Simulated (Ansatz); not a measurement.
This Ansatz (a first-principles code) input (CCSD(T)/cc-pCVQZ) gives -129.75702 Eh with 168 basis functions. A basis named .json is the Basis Set Exchange file of that set (core-valence sets with the plain set on hydrogen).

Ansatz 0.2 input:
```yaml
crystal:
  periodic: [false, false, false]
  atoms:
    - {symbol: N, position_ang: [-0.00000000, -0.00000000, -0.61062678]}
    - {symbol: O, position_ang: [0.00000000, 0.00000000, 0.53429844]}
basis:
  gaussian:
    orbitals: cc-pCVQZ.json
magnetization: {spin_polarized: true, initial_magnetization: 1}
correlation: {method: ccsd_t, electrons: outside_noble_gas}
```

Change:
```diff
- orbitals: cc-pCVQZ.json
+ orbitals: cc-pVQZ
```

Task: What does the run give now?

Result: -129.75435 Eh (CCSD(T)/cc-pVQZ, 110 functions), a change of +2.67 mEh.
